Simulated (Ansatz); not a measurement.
# H₂ (singlet): the correlation ladder, 6-31G

An exercise on one series of results from a longer session: the logs are not shown, and one member is left open.

Program: Ansatz 0.2.0, Gaussian basis. Level of theory: 6-31G, core rule «outside noble gas», up to 0 orbitals frozen. These are calculated values, not measurements.

Plan: UHF; CCSD(T) on RHF; BCCD(T) on RHF; CASSCF and MRCISD+Q, 2 electrons in 2 orbitals; CASSCF and NEVPT2, 2 electrons in 2 orbitals; Full CI.

12 further runs of the same task are left out: 3 that didn't finish, 9 set aside as unsound or not needed.

### What is computed

The geometry is an MP2(full)/6-31G* stationary point (not a proven minimum).

2 atoms, charge 0, spin multiplicity 1.

Atoms are counted from 1 here; the program's logs count them from 0.

Bond lengths: H1–H2 0.737 Å.

The first run:

Input file in.yaml:

```yaml
crystal:
  periodic: [false, false, false]
  atoms:
    - {symbol: H, position_ang: [0.000000, 0.000000, 0.000000]}
    - {symbol: H, position_ang: [0.000000, 0.000000, 0.737166]}
basis:
  gaussian: {orbitals: 6-31G}
magnetization: {spin_polarized: true, initial_magnetization: 0}
hamiltonian: {xc: hf}
output: {orbitals: {seedname: orbitals}}
```

Command:

```bash
$ ansatz run in.yaml --threads 1 --pin off --events-out ev --progress --plain --max-ram 2393MiB
```

Steps of the session up to this table: UHF; CCSD(T) on RHF; BCCD(T) on RHF; CASSCF and MRCISD+Q, 2 electrons in 2 orbitals; CASSCF and NEVPT2, 2 electrons in 2 orbitals; Full CI.

One of the session's tables, all rows but one given; the rest of the session is left out.

It belongs to the step «Misses and costs». 

| method | from FCI (kJ/mol) |
| --- | --- |
| RHF | ? |
| RMP2 | +19.7 |
| RCCSD | 0.0 |
| RCCSD(T) | 0.0 |
| BCCD(T) | 0.0 |
| CASSCF valence | +14.3 |
| NEVPT2 valence | +5.9 |
| MRCISD valence | 0.0 |
| MRCISD+Q valence | 0.0 |
| FCI | 0 |

Q: Estimate the row for RHF from the others.

As computed: from FCI (kJ/mol): +65.2. In the column «from FCI (kJ/mol)» it is the highest.

With the free atoms at the same levels and basis (separate runs), the atomisation energy is 4.223 eV at FCI, 4.223 eV at RCCSD(T), 3.546 eV at RHF.
